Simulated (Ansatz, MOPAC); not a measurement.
Barrier height from H + H2O (SMILES O) to the transition structure H3O, without zero-point energy, on the benchmark's geometries as Psi4's copy of the set gives them.
Transition structure (charge 0, multiplicity 2):
```xyz
4

O     -0.3011    -0.1080     0.0000
H     -0.4279     0.8516     0.0000
H      1.0155    -0.1004     0.0001
H      1.8210     0.1132    -0.0001
```
Reactant (charge 0, multiplicity 1):
```xyz
3

O      0.00000     0.00000    -0.06555
H      0.00000    -0.75671     0.52018
H      0.00000     0.75671     0.52018
```

Open shells are unrestricted; no spin–orbit coupling.

Cores are frozen in the correlated methods. CBS: X⁻³ extrapolation of the correlation energy, Hartree–Fock from the larger set. The state that AM1 reach isn't checked.

Run with Ansatz (Gaussian orbitals); MOPAC for AM1 (differences of heats of formation). 

### Question
What is the computed barrier height (CCSDT/cc-pVDZ)?

### Answer
19.1 kcal/mol

### Question
Predict the barrier height from MP2/CBS(aug-cc-pVTZ, aug-cc-pVQZ) + ΔCCSD(T)/aug-cc-pVTZ.

### Answer
21.3 kcal/mol

### Question
Give the barrier height at the level AM1.

### Answer
16.0 kcal/mol

Ansatz is an electronic-structure program.
